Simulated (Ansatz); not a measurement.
Process, species as SMILES: F (HF) → HF+ (doublet, bonded as F) + e-
B3LYP-D3(BJ)/def2-TZVP geometries, fixed; electronic energies without zero-point terms.

Effect of the final integration grid (spheres per factor e of radius in core and valence, angular degree) at PBE/def2-TZVPP with Ansatz (a program for electronic structure), against the last row, where the adiabatic ionisation energy is 16.03 eV. Open shells are unrestricted. The default's grid is 13, 11, 36.

```
setting                     largest shift of a total energy (mEh)  shift of the adiabatic ionisation energy (eV)
--------------------------  -------------------------------------  ---------------------------------------------
accuracy: medium (default)                                  0.000                                          0.000
final_grid: 4, 3, 11                                        0.897                                          0.017
final_grid: 6, 5, 17                                        0.009                                          0.000
final_grid: 8, 7, 23                                        0.001                                          0.000
final_grid: 10, 9, 29                                       0.000                                          0.000
final_grid: 18, 15, 47                                      0.000                                          0.000
final_grid: 26, 22, 59                                      0.000                                          0.000
```

Within 0.005 eV in the adiabatic ionisation energy: accuracy: medium (default); final_grid: 6, 5, 17; final_grid: 8, 7, 23; final_grid: 10, 9, 29; final_grid: 18, 15, 47. The largest shift is 0.897 mEh in a total energy and 0.017 eV in the difference.
